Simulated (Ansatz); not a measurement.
in.yaml

```yaml
crystal:
  periodic: [false, false, false]
  atoms:
    - {symbol: Cl, position_ang: [-0.854251, 0.000000, 0.000000]}
    - {symbol: H, position_ang: [0.424549, 0.000000, 0.000000]}
    - {symbol: B, position_ang: [2.247749, 0.000000, 0.000000]}
    - {symbol: H, position_ang: [2.756822, 0.000000, 1.077008]}
    - {symbol: H, position_ang: [2.756822, 0.000000, -1.077008]}
basis:
  gaussian: {orbitals: cc-pVDZ}
magnetization: {spin_polarized: false, initial_magnetization: 1}
correlation: {method: bccd_t, electrons: outside_noble_gas}
```

```sh
$ ansatz run in.yaml --threads 1 --pin off --events-out ev --progress --plain --max-ram 2393MiB
```

Log:

```
459 factors; integrals over basis functions are off by at most 1.6e-3 eV
mean field evaluation 1: about -13218.9531 eV, gradient 1.4e1 eV
mean field evaluation 2: about -13218.9760 eV, gradient 1.4e1 eV
mean field evaluation 4: about -13220.1405 eV, gradient 1.6e0 eV
mean field evaluation 8: about -13220.1667 eV, gradient 1.3e-3 eV
mean field evaluation 16: about -13220.1073 eV, gradient 1.6e0 eV
mean field evaluation 32: about -13218.5467 eV, gradient 6.6e-4 eV
mean field -13220.16666086 eV, -485.8321638357 hartree, gradient 1.5e-6 eV, S^2 0.750000; 1 other end points of the search recorded, 0 dependent functions left out
determinant -13220.16666086 eV, -485.8321638357 hartree, with singles and doubles -13227.16232123 eV, -486.0892496125 hartree
determinant -13218.54667383 eV, -485.7726304104 hartree, with singles and doubles -13225.74562865 eV, -486.0371871206 hartree
6 core orbitals not correlated: weight in the atoms' cores, before any rotation towards them, 1.000 or more for the frozen orbitals, at most 0.000 for the correlated occupied ones
reference -13220.16666086 eV, -485.8321638357 hartree; 7, 6 occupied and 34, 35 virtual orbitals, 459 factors
second order -5.99879428 eV of doubles, -0.03717655 eV of singles
cycle   1  -6.99521966 eV  change    4.4e-4 eV  update   3.0e-3
cycle   2  -6.99425987 eV  change    9.6e-4 eV  update   1.1e-3
cycle   3  -6.99379514 eV  change    4.6e-4 eV  update   5.8e-4
cycle   4  -6.99381121 eV  change   -1.6e-5 eV  update   1.8e-4
cycle   5  -6.99387073 eV  change   -6.0e-5 eV  update   6.3e-5
cycle   6  -6.99388438 eV  change   -1.4e-5 eV  update   2.7e-5
cycle   7  -6.99388283 eV  change    1.6e-6 eV  update   1.0e-5
perturbative correction -0.11799989 eV, -0.0043364160 hartree
Total energy: -13227.27854357 eV, -486.0935207049 hartree
```

For the same geometry and basis UCCSDT(Q) lies 27.0 meV lower.

Ran on 1 thread of Intel Xeon Platinum 8375C, shared host: 4 s wall, 0.16 GiB peak host memory.
